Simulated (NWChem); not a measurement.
# One shape, several levels: SiH4O (silanol)

We compute a comparison of 5 runs (HF/3-21G, PBE0/6-31G, B3LYP/6-31+G*, CAM-B3LYP/6-311G**, TPSS/def2-TZVP) of SiH4O (silanol). 

The results are computed with NWChem 7.3.0.

## 1. Starting point

SiH4O: 6 atoms, total charge 0, spin state singlet. As SMILES, `O[SiH3]`. The shape is that of a PBE0-D4/def2-TZVP optimisation.

Bond lengths: O1–Si2 1.648 Å, O1–H3 0.957 Å, Si2–H4 1.489 Å, Si2–H5 1.481 Å, Si2–H6 1.489 Å. Angles: O1–Si2–H4 111.7°, O1–Si2–H5 105.9°, O1–Si2–H6 111.7°, Si2–O1–H3 117.9°, H4–Si2–H5 109.9°, H4–Si2–H6 107.9°, H5–Si2–H6 109.9°.

## 2. Energy and forces at HF/3-21G (run 1)

h4osi.xyz reads:

```xyz
6
H4OSi
O      0.636700    -1.030300     0.419000
Si    -0.035700     0.346500    -0.187000
H      0.069100    -1.629200     0.904700
H     -1.128300     0.045700    -1.152800
H      1.060500     1.064900    -0.875600
H     -0.602300     1.202400     0.891700
```

h4osi.nw reads:

```
start h4osi
title "H4OSi"
memory 2200 mb
charge 0

geometry units angstrom noautosym nocenter noautoz
  load h4osi.xyz
end

basis spherical bse
  * library 3-21G
end

scf
  thresh 1e-08
  maxiter 80
  print medium
end

task scf gradient
```

Command:

```
$ nwchem h4osi.nw > h4osi.out
```

Log:

```text
[...]
  functions       =    30
[...]
  wavefunction    = RHF
[...]
         Total SCF energy =   -364.178276606542
      One-electron energy =   -633.213552949330
      Two-electron energy =    204.280379874918
 Nuclear repulsion energy =     64.754896467871
        Time for solution =      0.6s
[...]
                         RHF ENERGY GRADIENTS
    atom               coordinates                        gradient
                 x          y          z           x          y          z
   1 O       1.203189  -1.946985   0.791795   -0.002713   0.017476  -0.009199
   2 Si     -0.067463   0.654790  -0.353379    0.002881  -0.024689   0.013228
   3 H       0.130580  -3.078742   1.709635   -0.003685   0.011037  -0.005295
   4 H      -2.132178   0.086360  -2.178476    0.000284  -0.001391   0.000167
   5 H       2.004054   2.012369  -1.654644    0.002758  -0.001495   0.000132
   6 H      -1.138182   2.272207   1.685069    0.000475  -0.000937   0.000969
[...]
```

Run time: 1.3 s. Hardware: 1 thread of Intel Xeon Platinum 8259CL at 2.50GHz (Skylake/Cascade Lake), shared host; peak memory 0.098 GiB.

## 3. Energy and forces at PBE0/6-31G (run 2)

mymol.nw reads:

```
echo
start mymol
title "H4OSi"
memory total 2200 mb
geometry units angstroms noautosym nocenter noautoz
  O     0.636700   -1.030300    0.419000
  Si   -0.035700    0.346500   -0.187000
  H     0.069100   -1.629200    0.904700
  H    -1.128300    0.045700   -1.152800
  H     1.060500    1.064900   -0.875600
  H    -0.602300    1.202400    0.891700
end
basis "ao basis" spherical bse
  * library 6-31G
end
dft
  xc pbe0
  mult 1
  grid xfine
  convergence energy 1e-08
  maxiter 100
  mulliken
  print medium
end
task dft gradient
```

Command:

```
$ nwchem mymol.nw > mymol.out
```

Log:

```text
[...]
          Wavefunction type:  closed shell.
          No. of atoms     :     6
          No. of electrons :    26
[...]
          Charge           :     0
          Spin multiplicity:     1
[...]
          AO basis - number of functions:    30
[...]
              XC Information
              --------------
                         PBE0 Method XC Functional
                     Hartree-Fock (Exact) Exchange  0.250
          PerdewBurkeErnzerhof Exchange Functional  0.750
            Perdew 1991 LDA Correlation Functional  1.000 local
           PerdewBurkeErnz. Correlation Functional  1.000 non-local
[...]
 d= 0,ls=0.0,diis     1   -366.7832615149 -4.32D+02  3.57D-02  4.27D-01     1.3
[...]
 d= 0,ls=0.0,diis     7   -366.8362909516 -4.69D-09  1.25D-06  4.94D-10     7.1
         Total DFT energy =     -366.836290951576
      One electron energy =     -635.525846937449
           Coulomb energy =      234.750736157308
    Exchange-Corr. energy =      -30.816076639304
 Nuclear repulsion energy =       64.754896467871
[...]
      Total Density - Mulliken Population Analysis
     ---------------------------------------------
    Atom       Charge   Shell Charges
 -----------   ------   -------------------------------------------------------
    1 O    8     8.82   2.00  0.89  2.93  1.00  2.00
    2 Si  14    13.22   2.00  2.00  5.97  1.01  1.86  0.20  0.19
    3 H    1     0.59   0.50  0.09
    4 H    1     1.13   0.51  0.63
    5 H    1     1.10   0.51  0.60
    6 H    1     1.13   0.51  0.63
[...]
  wavefunction    = closed shell
                         DFT ENERGY GRADIENTS
    atom               coordinates                        gradient
                 x          y          z           x          y          z
   1 O       1.203189  -1.946985   0.791795   -0.017754   0.036819  -0.016268
   2 Si     -0.067463   0.654790  -0.353379    0.012781  -0.041814   0.020364
   3 H       0.130580  -3.078742   1.709635   -0.000886   0.013311  -0.007306
   4 H      -2.132178   0.086360  -2.178476    0.005784   0.000290   0.005021
   5 H       2.004054   2.012369  -1.654644   -0.003221  -0.003458   0.002782
   6 H      -1.138182   2.272207   1.685069    0.003297  -0.005149  -0.004593
[...]
```

Run time: 9.9 s. Hardware: 1 thread of Intel Xeon Platinum 8259CL at 2.50GHz (Skylake/Cascade Lake), shared host; peak memory 0.13 GiB.

Runs 3 to 4 aren't shown in full; the table further down has their settings and results.

## 4. Energy and gradient at TPSS/def2-TZVP (run 5)

mol.nw reads:

```
START mol
TITLE "H4OSi TPSS"
memory 2200 mb

GEOMETRY noautosym nocenter noautoz
O      0.636700    -1.030300     0.419000
Si    -0.035700     0.346500    -0.187000
H      0.069100    -1.629200     0.904700
H     -1.128300     0.045700    -1.152800
H      1.060500     1.064900    -0.875600
H     -0.602300     1.202400     0.891700
END

BASIS spherical bse
* library def2-TZVP
END

DFT
xc xtpss03 ctpss03
grid fine
convergence energy 1e-08
iterations 100
mulliken
END

TASK dft gradient
```

Command:

```
$ nwchem mol.nw > mol.out
```

Log:

```text
[...]
          Wavefunction type:  closed shell.
          No. of atoms     :     6
          No. of electrons :    26
[...]
          Charge           :     0
          Spin multiplicity:     1
[...]
          AO basis - number of functions:    92
[...]
              XC Information
              --------------
                  TPSS metaGGA Exchange Functional  1.000
             TPSS03 metaGGA Correlation Functional  1.000
[...]
 d= 0,ls=0.0,diis     1   -367.1763710806 -4.32D+02  9.39D-03  6.03D-01     3.0
[...]
 d= 0,ls=0.0,diis     8   -367.2319148305  8.10D-09  2.00D-06  1.99D-07    19.7
         Total DFT energy =     -367.231914830508
      One electron energy =     -636.106448256700
           Coulomb energy =      235.211264901859
    Exchange-Corr. energy =      -31.091627943538
 Nuclear repulsion energy =       64.754896467871
[...]
      Total Density - Mulliken Population Analysis
     ---------------------------------------------
    Atom       Charge   Shell Charges
 -----------   ------   -------------------------------------------------------
    1 O    8     8.51   0.79  1.18  0.58  0.91  0.28  1.92  1.93  0.88  0.00  0.02  0.00
    2 Si  14    13.66   2.00  0.57  1.39  0.86  0.37  4.13  1.69  0.59  1.31  0.31  0.19  0.20  0.05
    3 H    1     0.68   0.26  0.33  0.04  0.05
    4 H    1     1.06   0.25  0.57  0.23  0.01
    5 H    1     1.04   0.25  0.57  0.20  0.01
    6 H    1     1.06   0.25  0.57  0.23  0.01
[...]
  wavefunction    = closed shell
                         DFT ENERGY GRADIENTS
    atom               coordinates                        gradient
                 x          y          z           x          y          z
   1 O       1.203189  -1.946985   0.791795   -0.008353   0.000521   0.001860
   2 Si     -0.067463   0.654790  -0.353379    0.003666  -0.006584   0.002768
   3 H       0.130580  -3.078742   1.709635    0.004938   0.005684  -0.004492
   4 H      -2.132178   0.086360  -2.178476   -0.000355  -0.000323  -0.000234
   5 H       2.004054   2.012369  -1.654644    0.000281   0.000603  -0.000417
   6 H      -1.138182   2.272207   1.685069   -0.000176   0.000099   0.000514
[...]
```

It took 30 s on 1 thread of Intel Xeon Platinum 8259CL at 2.50GHz (Skylake/Cascade Lake), shared host; peak memory 0.13 GiB.

## 5. All runs side by side

| run | level | iteration cap | module | energy (Eh) | dipole moment (D) | HOMO energy (eV) | LUMO energy (eV) | wall time |
| --- | --- | --- | --- | --- | --- | --- | --- | --- |
| 1 | HF/3-21G | 80 | scf | -364.178277 | 1.83 | -12.11 | 4.28 | 1.3 s |
| 2 | PBE0/6-31G | 100 | dft | -366.836291 | 1.86 | -8.40 | 0.39 | 9.9 s |
| 3 | B3LYP/6-31+G* (spherical functions) | 100 | dft | -367.148574 | 1.54 | -8.52 | -0.61 | 19 s |
| 4 | CAM-B3LYP/6-311G** | 100 | dft | -367.157421 | 1.49 | -10.07 | 1.03 | 41 s |
| 5 | TPSS/def2-TZVP | 100 | dft | -367.231915 | 1.33 | -7.39 | -0.58 | 30 s |

## 6. Results

```
                       quantity          value
            run 5: total energy  -367.23191 Eh
           run 5: dipole moment         1.33 D
             run 5: HOMO energy       -7.39 eV
             run 5: LUMO energy       -0.58 eV
           run 5: HOMO–LUMO gap        6.81 eV
run 5: largest force on an atom     0.451 eV/Å
```

In words: The dipole moment (its size) runs from 1.33 D (TPSS/def2-TZVP) to 1.86 D (PBE0/6-31G). The two ends differ in method and basis. The HOMO–LUMO gap runs from 6.81 eV (TPSS/def2-TZVP) to 16.40 eV (HF/3-21G). Totals of different functionals can't be ranked against each other. All runs together took 1.7 min, the longest 41 s.
